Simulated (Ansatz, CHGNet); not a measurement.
For tetradymite Bi2Se3, the machine-learned potential CHGNet 0.3.0 (trained on PBE and PBE+U data) gives:

- lattice constant a = 4.334 Å
- c axis length = 27.538 Å

Q: What does r²SCAN+rVV10 (plane waves, PAW; Ansatz, a first-principles code) give for the same quantities?

A: 
- lattice constant a: 4.144 Å (shrinks by 4.4 %)
- lattice parameter c: 29.286 Å (increases by 6.3 %)

For comparison: lattice constant a 4.143 Å (measured, temperature not stated, no zero-point or thermal correction; as tabulated in Luo et al. (2012), arXiv:1308.1523); lattice parameter c 28.636 Å (measured, temperature not stated, no zero-point or thermal correction; as tabulated in Luo et al. (2012), arXiv:1308.1523).

Changes are worked out from the printed values.

Unless a cell is named, each level is at its own relaxed cell (CHGNet 0.3.0 29.87, r²SCAN+rVV10 29.04 Å³/atom).

Levels without +SOC leave out spin–orbit coupling, which shifts energies and cells of such heavy elements.

Caveats: the cell has another shape than the first-principles one, perhaps another minimum in the same group (CHGNet 0.3.0). Ansatz's density-functional and Hartree–Fock values are scalar-relativistic unless marked +SOC, with PAW data made under PBE.
